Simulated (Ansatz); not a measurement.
The cluster Si3. Total charge 0; triplet. Geometry PBE-D4/def2-TZVP; atoms count from 1.

```csv
atom,x (Å),y (Å),z (Å)
Si1,0.880,-0.425,0.894
Si2,0.320,0.027,-1.283
Si3,-1.200,0.398,0.390
```

The structure comes from a short search, and lower isomers may exist.

Estimate the Mulliken populations from the PBE0/def2-TZVP orbitals of Ansatz.


| atom | charge (e) | spin (α − β) |
| --- | --- | --- |
| Si1 | 0.00 | 0.67 |
| Si2 | 0.00 | 0.67 |
| Si3 | 0.00 | 0.67 |
Mulliken values depend strongly on the basis.

Where does the spin sit?

Summed by element: Si 2.00, of 2 unpaired in all. Largest on single atoms: Si2 0.67, Si3 0.67, Si1 0.67.

And the Mayer bond orders between heavy atoms (over 0.3)?

Si1–Si2 1.36 (2.29 Å); Si1–Si3 1.36 (2.29 Å); Si2–Si3 1.36 (2.29 Å).
